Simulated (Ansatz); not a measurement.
## A reaction path, image by image

CH$_{3}$Cl$_{2}$ (charge -1), closed shell, from a complex of CH₃Cl ([CH3][Cl]) + Cl, total charge -1 to a complex of CH₃Cl ([CH3][Cl]) + Cl, total charge -1; PBE0-D4/def2-SVPD (Ansatz 0.2.0). Settings:

```yaml
hamiltonian: {xc: pbe0, dispersion: d4}
neb:
  images: 5
  climbing: true
  max_iterations: 40
  initial_path: idpp
```

First end:

```xyz
6
angstrom
Cl -1.4395 -0.2006 1.6611
C -0.2563 -0.0357 0.2958
Cl 1.7888 0.2493 -2.0641
H -0.4000 -0.8639 -0.3878
H 0.7471 -0.0543 0.7040
H -0.4401 0.9052 -0.2089
```

Second end:

| atom | x (Å) | y (Å) | z (Å) |
| --- | --- | --- | --- |
| Cl1 | -1.7880 | -0.2491 | 2.0633 |
| C2 | 0.2562 | 0.0357 | -0.2957 |
| Cl3 | 1.4393 | 0.2006 | -1.6609 |
| H4 | -0.3382 | -0.8553 | -0.4592 |
| H5 | 0.8089 | -0.0457 | 0.6327 |
| H6 | -0.3782 | 0.9138 | -0.2803 |

The ends were relaxed with PBE0-D4 in triple zeta, so they are not quite minima here (largest force components 0.29 and 0.27 eV/Å).

Energies along the converged band: It took 5 iterations. Path lengths are measured after rigid turns and shifts between images are taken out.
| image | path length (Å) | energy (kJ/mol) |
| --- | --- | --- |
| 0 | 0.00 | 0.0 |
| 1 | 0.22 | 2.9 |
| 2 | 0.44 | 25.6 |
| 3 (climbing) | 0.66 | 43.2 |
| 4 | 0.88 | 25.7 |
| 5 | 1.10 | 3.0 |
| 6 | 1.33 | 0.0 |
Energies count from the first end.

The images between the ends:
Image 1:
```xyz
6
angstrom
Cl -1.4277 -0.1990 1.6475
C -0.2194 -0.0306 0.2532
Cl 1.6589 0.2312 -1.9142
H -0.3780 -0.8721 -0.4250
H 0.7850 -0.0512 0.6821
H -0.4187 0.9216 -0.2435
```

Image 2:
```xyz
6
angstrom
Cl -1.4570 -0.2030 1.6812
C -0.1216 -0.0169 0.1403
Cl 1.5632 0.2178 -1.8038
H -0.3788 -0.8937 -0.4467
H 0.8148 -0.0513 0.6894
H -0.4205 0.9472 -0.2605
```

Image 3:
```xyz
6
angstrom
Cl -1.5128 -0.2108 1.7456
C -0.0000 0.0000 0.0000
Cl 1.5127 0.2108 -1.7455
H -0.3884 -0.9049 -0.4460
H 0.8192 -0.0526 0.7035
H -0.4306 0.9575 -0.2576
```

Image 4:
```xyz
6
angstrom
Cl -1.5631 -0.2178 1.8037
C 0.1214 0.0169 -0.1401
Cl 1.4570 0.2030 -1.6813
H -0.3891 -0.8952 -0.4349
H 0.8046 -0.0527 0.7013
H -0.4308 0.9458 -0.2487
```

Image 5:
```xyz
6
angstrom
Cl -1.6584 -0.2311 1.9136
C 0.2192 0.0305 -0.2530
Cl 1.4277 0.1989 -1.6474
H -0.3703 -0.8710 -0.4339
H 0.7927 -0.0501 0.6731
H -0.4109 0.9227 -0.2525
```

The band counts as converged below 0.05 eV/Å. The run took about 64 s on 2 CPU threads of an Arm Neoverse V2 (shared host).
